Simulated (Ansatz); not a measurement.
**CH2Li (doublet): wave-function methods side by side at distance C1–Li2 = 1.909 Å, 6-31G**

How much of the correlation energy of CH2Li (doublet) does each wave-function method recover here?

Program: Ansatz 0.2.0, Gaussian basis. Level of theory: 6-31G, core rule «outside noble gas», up to 2 orbitals frozen. These are calculated values, not measurements.

Plan: UHF; CCSD(T) on ROHF; CCSD(T) on UHF; BCCD(T) on ROHF; CISD as a restricted active space (open shells left free, so some higher excitations enter); CCSDT(Q) on ROHF; CCSDT(Q) on UHF; CCSDTQ on ROHF; CASSCF and MRCISD+Q, 3 electrons in 3 orbitals; CASSCF and NEVPT2, 3 electrons in 3 orbitals; Full CI.

51 further runs of the same task are left out: 33 for a known fault of the program, 12 that didn't finish, 6 set aside as unsound or not needed. Runs told in other sessions of the task aren't counted.

**1. The geometry**

The geometry derives from a PBE0/def2-TZVP stationary point (not a proven minimum). One bond is set to the value named and the two fragments are kept rigid.

4 atoms, charge 0, spin multiplicity 2.

Atoms are counted from 1 here; the program's logs count them from 0.

Bond lengths: C1–Li2 1.909 Å, C1–H3 1.100 Å, C1–H4 1.100 Å. Angles: Li2–C1–H3 127.2°, Li2–C1–H4 127.2°, H3–C1–H4 105.6°.

Geometry (Å):

```xyz
4

C     0.00000    0.00000    0.56801
Li    0.00000    0.00000   -1.34101
H     0.00000    0.87616    1.23307
H     0.00000   -0.87616    1.23307
```

**2. UHF**

The input, in.yaml:

```yaml
crystal:
  periodic: [false, false, false]
  atoms:
    - {symbol: C, position_ang: [0.000000, 0.000000, 0.568010]}
    - {symbol: Li, position_ang: [0.000000, 0.000000, -1.341005]}
    - {symbol: H, position_ang: [0.000000, 0.876160, 1.233065]}
    - {symbol: H, position_ang: [0.000000, -0.876160, 1.233065]}
basis:
  gaussian: {orbitals: 6-31G}
magnetization: {spin_polarized: true, initial_magnetization: 1}
hamiltonian: {xc: hf}
output: {orbitals: {seedname: orbitals}}
```

Launch:

```
$ ansatz run in.yaml --threads 1 --pin off --events-out ev --progress --plain --max-ram 2393MiB
```

Further steps of the session: CCSD(T) on ROHF; CCSD(T) on UHF; BCCD(T) on ROHF; CISD as a restricted active space (open shells left free, so some higher excitations enter); CCSDT(Q) on ROHF; CCSDT(Q) on UHF; CCSDTQ on ROHF; CASSCF and MRCISD+Q, 3 electrons in 3 orbitals; CASSCF and NEVPT2, 3 electrons in 3 orbitals; Full CI.

**Question.** What will the summary of the whole plan be? Wanted: FCI from the RHF energy; RMP2 from FCI; UMP2 from FCI; RCCSD from FCI; RCCSD(T) from FCI; UCCSD(T) from FCI; RCCSDT(Q) from FCI; UCCSDT(Q) from FCI; MRCISD+Q pair from FCI.

**Answer**, as computed:

```
                         quantity                                                                                      value
          FCI from the ROHF energy                                                                                 -2.7208 eV
                    RMP2 from FCI                                                                            +12.03 kcal/mol
                    UMP2 from FCI                                                                            +11.74 kcal/mol
                   RCCSD from FCI                                                                             +1.40 kcal/mol
                RCCSD(T) from FCI                                                                             +0.31 kcal/mol
                UCCSD(T) from FCI                                                                             +0.31 kcal/mol
               RCCSDT(Q) from FCI                                                                              0.00 kcal/mol
               UCCSDT(Q) from FCI                                                                             -0.01 kcal/mol
           MRCISD+Q pair from FCI                                                                             +0.35 kcal/mol
levels within 1 kcal/mol (43 meV)  RCCSD(T), UCCSD(T), BCCD(T), RCCSDT, UCCSDT, RCCSDT(Q), UCCSDT(Q), RCCSDTQ, MRCISD+Q pair
                    T1 diagnostic                                                                                      0.025
   effectively unpaired electrons                                                                                       1.03
```

**Reading.** RCCSD(T) misses by +0.31 kcal/mol, 0.5 % of the correlation energy. One determinant dominates. These misses are within one basis, not against nature; the frozen cores of restricted and unrestricted runs differ, which can shift their rows.

Levels on UHF freeze UHF's core orbitals, full CI those of ROHF, so the U rows can settle a little off it for that reason alone.

With open shells the CI space here admits some higher excitations, so it is larger than plain CISD.
